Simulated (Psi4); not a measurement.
**One shape, several levels: BHClO (SMILES O[B]Cl)**

Wanted: a comparison of 4 runs (UHF/STO-3G, UB3LYP/6-31G*, UHSE06/def2-TZVP) of BHClO. 

Program for the calculation: Psi4 1.11.

### 1 The system as given

BHClO: 4 atoms, total charge 0, spin state doublet. SMILES: `O[B]Cl`. One bond was lengthened or shortened from a relaxed shape.

Bond lengths: O1–B2 1.334 Å, B2–Cl3 2.001 Å, O1–H4 0.961 Å. Angles: O1–B2–Cl3 122.2°, B2–O1–H4 113.5°.

### 2 Energy and forces at UHF/STO-3G (run 1)

The input, job.inp:

```
memory 1.6 GB

molecule system {
  0 2
  O      1.06712267     0.75484543    -1.40853571
  B     -0.77630516     0.51768480     0.29580828
  Cl    -1.05295540    -2.50048561     2.55661047
  H      0.97528198     2.29516120    -2.36700480
  units bohr
  symmetry c1
}

set {
  basis STO-3G
  reference uhf
  puream true
  e_convergence 1e-09
  d_convergence 1e-08
  scf_type pk
  maxiter 200
}

e, wfn = gradient("hf", return_wfn=True)
print_variables()
```

On the command line:

```bash
psi4 -i job.inp -o job.out -n 1
```

job.out:

```text
[...]
  Running in c1 symmetry.
[...]
  Nuclear repulsion =   70.988111899767588
[...]
  Multiplicity = 2
[...]
  Nalpha       = 16
  Nbeta        = 15
[...]
    Number of basis functions: 20
[...]
   @UHF iter   1:  -553.30245616292837   -1.51670e+00   1.33714e-02 ADIIS/DIIS
[...]
   @UHF iter  14:  -553.37488265358274   -6.82121e-13   5.51376e-09 DIIS
[...]
   @S^2 Observed:                7.564007232E-01
[...]
    Orbital Energies [Eh]
    ---------------------
    Alpha Occupied:
       1A   -103.613598     2A    -20.366005     3A    -10.303486
       4A     -7.748361     5A     -7.742307     6A     -7.742275
       7A     -7.492093     8A     -1.366360     9A     -0.956924
      10A     -0.725168    11A     -0.587612    12A     -0.495576
      13A     -0.487762    14A     -0.368924    15A     -0.359368
      16A     -0.297884
    Alpha Virtual:
      17A      0.246461    18A      0.357609    19A      0.562055
      20A      0.795167
[...]
  @UHF Final Energy:  -553.37488265358274
   => Energetics <=
    Nuclear Repulsion Energy =             70.9881118997675884
    One-Electron Energy =                -907.9070368666186823
    Two-Electron Energy =                 283.5440423132683350
    Total Energy =                       -553.3748826535827448
  UHF NO Occupations:
  HONO-2 :   14  A 1.9992861
  HONO-1 :   15  A 1.9975929
[...]
  -Total Gradient:
     Atom            X                  Y                   Z
    ------   -----------------  -----------------  -----------------
       1        0.011092301350     0.036024102682    -0.033512912922
       2       -0.003178027899     0.044438326859    -0.027210334123
       3       -0.010418433024    -0.055740745472     0.046202993886
       4        0.002504159575    -0.024721684063     0.014520253164
[...]
```

Run time: 0.82 s. Hardware: 1 thread of AMD EPYC 9R45 (Zen 5), shared host; peak memory 0.18 GiB.

### 3 Energy and gradient at UB3LYP/6-31G(d) (spherical functions) (run 2)

The input, run.py:

```python
import numpy as np
from ase.calculators.psi4 import Psi4
from ase import Atoms

mol = Atoms(['O', 'B', 'Cl', 'H'], positions=[
    [0.564697, 0.399447, -0.745365],
    [-0.410803, 0.273947, 0.156535],
    [-0.557200, -1.323200, 1.352900],
    [0.516097, 1.214547, -1.252565],
])
calc = Psi4(atoms=mol, method='b3lyp', basis='6-31G*', memory='1600MB', num_threads=1, charge=0, multiplicity=2, label='calc', reference='uks')
calc.psi4.set_options({'puream': True, 'e_convergence': 1e-09, 'd_convergence': 1e-08, 'scf_type': 'pk', 'dft_radial_points': 99, 'dft_spherical_points': 590, 'maxiter': 200})
mol.calc = calc

forces = mol.get_forces()
print(f'energy: {mol.get_potential_energy():.6f} eV')
print('forces / eV A^-1')
print(np.round(forces, 5))
```

On the command line:

```bash
python run.py
```

calc.dat:

```text
[...]
  Running in c1 symmetry.
[...]
  Nuclear repulsion =   70.988111811654775
[...]
  Multiplicity = 2
[...]
  Nalpha       = 16
  Nbeta        = 15
[...]
    Number of basis functions: 48
[...]
   @UKS iter   1:  -560.72932176602581   -3.34235e-01   1.21113e-02 DIIS/ADIIS
[...]
   @UKS iter  12:  -560.86304082534764   -3.41061e-12   9.52416e-09 DIIS
[...]
   @S^2 Observed:                7.525645183E-01
[...]
  @UKS Final Energy:  -560.86304082534764
   => Energetics <=
    Nuclear Repulsion Energy =             70.9881118116547754
    One-Electron Energy =                -913.6757605412125258
    Two-Electron Energy =                 315.0846891189885355
    DFT Exchange-Correlation Energy =     -33.2600812147783955
    Empirical Dispersion Energy =           0.0000000000000000
    VV10 Nonlocal Energy =                  0.0000000000000000
    Total Energy =                       -560.8630408253476389
[...]
  -Total Gradient:
     Atom            X                  Y                   Z
    ------   -----------------  -----------------  -----------------
       1        0.004754916387     0.012205627013    -0.012190175738
       2        0.000745145552     0.035710926569    -0.024631158222
       3       -0.005982640019    -0.040178344166     0.032023689790
       4        0.000493218081    -0.007745736985     0.004793787695
[...]
```

The script printed:

```text
energy: -15261.860711 eV
forces / eV A^-1
[[-0.24451 -0.62764  0.62684]
 [-0.03832 -1.83633  1.26659]
 [ 0.30764  2.06605 -1.64672]
 [-0.02536  0.3983  -0.24651]]
```

Wall time 5.7 s (1 thread of AMD EPYC 9R45 (Zen 5), shared host); peak memory 0.49 GiB.

### 4 A single-point energy at UB3LYP/6-31G(d) (Cartesian functions) (run 3)

The input, run.py:

```python
import numpy as np
from ase.calculators.psi4 import Psi4
from ase import Atoms

atoms = Atoms(['O', 'B', 'Cl', 'H'], positions=[
    [0.564697, 0.399447, -0.745365],
    [-0.410803, 0.273947, 0.156535],
    [-0.557200, -1.323200, 1.352900],
    [0.516097, 1.214547, -1.252565],
])
calc = Psi4(atoms=atoms, method='b3lyp', basis='6-31G*', memory='1600MB', num_threads=1, charge=0, multiplicity=2, label='bclho', reference='uks')
calc.psi4.set_options({'puream': False, 'e_convergence': 1e-09, 'd_convergence': 1e-08, 'scf_type': 'pk', 'dft_radial_points': 99, 'dft_spherical_points': 590, 'maxiter': 200})
atoms.calc = calc

print(f'energy: {atoms.get_potential_energy():.6f} eV')
```

On the command line:

```bash
python run.py
```

bclho.dat:

```text
[...]
  Running in c1 symmetry.
[...]
  Nuclear repulsion =   70.988111811654775
[...]
  Multiplicity = 2
[...]
  Nalpha       = 16
  Nbeta        = 15
[...]
    Number of basis functions: 51
[...]
   @UKS iter   1:  -560.73380435055185   -3.36397e-01   1.15818e-02 DIIS/ADIIS
[...]
   @UKS iter  12:  -560.86816107606137   -3.18323e-12   8.99897e-09 DIIS
[...]
   @S^2 Observed:                7.525639982E-01
[...]
  @UKS Final Energy:  -560.86816107606137
   => Energetics <=
    Nuclear Repulsion Energy =             70.9881118116547754
    One-Electron Energy =                -913.5969453862238652
    Two-Electron Energy =                 314.9738846184725958
    DFT Exchange-Correlation Energy =     -33.2332121199648896
    Empirical Dispersion Energy =           0.0000000000000000
    VV10 Nonlocal Energy =                  0.0000000000000000
    Total Energy =                       -560.8681610760613694
[...]
 Multipole Moments:
 ------------------------------------------------------------------------------------
     Multipole            Electronic (a.u.)      Nuclear  (a.u.)        Total (a.u.)
 ------------------------------------------------------------------------------------
 L = 1.  Multiply by 2.5417464519 to convert [e a0] to [Debye]
 Dipole X            :         -0.9684131            1.1756672            0.2072541
 Dipole Y            :         -0.4252703            1.5660750            1.1408047
 Dipole Z            :          1.0974747           -2.0380568           -0.9405820
 Magnitude           :                                                    1.4930118
[...]
```

On the terminal:

```text
energy: -15262.000040 eV
```

It took 5.1 s on 1 thread of AMD EPYC 9R45 (Zen 5), shared host; peak memory 0.51 GiB.

### 5 Energy and gradient at UHSE06/def2-TZVP (run 4)

The input, bclho.xyz:

```xyz
4
BClHO
O      0.564697     0.399447    -0.745365
B     -0.410803     0.273947     0.156535
Cl    -0.557200    -1.323200     1.352900
H      0.516097     1.214547    -1.252565
```

The input, run_ase.py:

```python
import numpy as np
from ase.calculators.psi4 import Psi4
from ase.io import read

a = read('bclho.xyz')
calc = Psi4(atoms=a, method='hse06', basis='def2-TZVP', memory='1600MB', num_threads=1, charge=0, multiplicity=2, label='psi4-calc', reference='uks')
calc.psi4.set_options({'puream': True, 'e_convergence': 1e-09, 'd_convergence': 1e-08, 'scf_type': 'pk', 'dft_radial_points': 99, 'dft_spherical_points': 590, 'maxiter': 200})
a.calc = calc

forces = a.get_forces()
print(f'energy: {a.get_potential_energy():.6f} eV')
print('forces / eV A^-1')
print(np.round(forces, 5))
```

On the command line:

```bash
python run_ase.py
```

psi4-calc.dat:

```text
[...]
  Running in c1 symmetry.
[...]
  Nuclear repulsion =   70.988111811654775
[...]
  Multiplicity = 2
[...]
  Nalpha       = 16
  Nbeta        = 15
[...]
    Number of basis functions: 105
[...]
   @UKS iter   1:  -560.53011498339674   -3.74254e-01   6.64025e-03 DIIS/ADIIS
[...]
   @UKS iter  13:  -560.69259256330815   -5.45697e-12   5.27009e-09 DIIS
[...]
   @S^2 Observed:                7.537436256E-01
[...]
  @UKS Final Energy:  -560.69259256330815
   => Energetics <=
    Nuclear Repulsion Energy =             70.9881118116547754
    One-Electron Energy =                -913.6439361878512955
    Two-Electron Energy =                 313.4301734235402819
    DFT Exchange-Correlation Energy =     -31.4669416106518973
    Empirical Dispersion Energy =           0.0000000000000000
    VV10 Nonlocal Energy =                  0.0000000000000000
    Total Energy =                       -560.6925925633081533
[...]
  -Total Gradient:
     Atom            X                  Y                   Z
    ------   -----------------  -----------------  -----------------
       1        0.010969483793     0.005667457053    -0.013003274374
       2       -0.004364827918     0.041301177231    -0.024106669506
       3       -0.006197308616    -0.045580870105     0.035835414561
       4       -0.000391796845    -0.001387640498     0.001261413907
[...]
```

On the terminal:

```text
energy: -15257.222577 eV
forces / eV A^-1
[[-0.56407 -0.29143  0.66866]
 [ 0.22445 -2.12379  1.23961]
 [ 0.31868  2.34386 -1.84273]
 [ 0.02015  0.07136 -0.06486]]
```

It took 26 s on 1 thread of AMD EPYC 9R45 (Zen 5), shared host; peak memory 0.77 GiB.

### 6 The series

```csv
run,level,integration grid,task,energy (Eh),dipole moment (D),HOMO energy (eV),LUMO energy (eV),wall time
1,UHF/STO-3G,–,gradient,-553.374883,4.66,-8.11,6.16,0.82 s
2,UB3LYP/6-31G* (spherical functions),99 radial × 590 angular,gradient,-560.863041,3.81,-6.33,-2.48,5.7 s
3,UB3LYP/6-31G* (Cartesian functions),99 radial × 590 angular,energy,-560.868161,3.79,-6.33,-2.49,5.1 s
4,UHSE06/def2-TZVP,99 radial × 590 angular,gradient,-560.692593,3.39,-6.46,-2.83,26 s
```

### 7 Outcome

| quantity | value |
| --- | --- |
| run 4: total energy | -560.69259 Eh |
| run 4: dipole moment | 3.39 D |
| run 4: HOMO energy (highest over α and β) | -6.46 eV |
| run 4: LUMO energy (lowest over α and β) | -2.83 eV |
| run 4: ⟨S²⟩ | 0.754 |
| run 4: largest force on an atom | 2.998 eV/Å |

What this shows: The dipole moment (its size) runs from 3.39 D (UHSE06/def2-TZVP) to 4.66 D (UHF/STO-3G). The two ends differ in method and basis. Totals of different functionals can't be ranked against each other. In run 1 the basis is minimal, so the values are rough. All runs together took 37 s, the longest 26 s.
